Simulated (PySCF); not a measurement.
## Ionisation energy of Cl by level of theory

Cl [Ne] 3s2 3p5 (2P) → Cl⁺ [Ne] 3s2 3p4 (3P), as a difference of total energies. Computed with PySCF 2.14 in x2c-TZVPPall with one added diffuse shell each of s, p, d type (6s6p4d1f, 51 functions), with scalar relativity by spin-free X2C-1e. Correlated levels: valence and next inner shell: 1s2 frozen. The calculations carry no spin-orbit coupling.

```json
{"method": "UHF", "ionisation energy (eV)": "11.757"}
{"method": "MP2 (valence and next inner shell)", "ionisation energy (eV)": "12.732"}
{"method": "SCS-MP2 (valence and next inner shell)", "ionisation energy (eV)": "12.723"}
{"method": "CCSD (valence and next inner shell)", "ionisation energy (eV)": "12.685"}
{"method": "CCSD(T) (valence and next inner shell)", "ionisation energy (eV)": "12.730"}
```

Q: How much does correlation contribute at CCSD(T) (valence and next inner shell)?

A: 12.730 − (11.757) = 0.973 eV, measured against UHF.

Errors of the correlated levels include the incompleteness of this basis and the frozen core.

For comparison: 12.974 eV (measured; NIST levels, between the centres of gravity of the two terms).
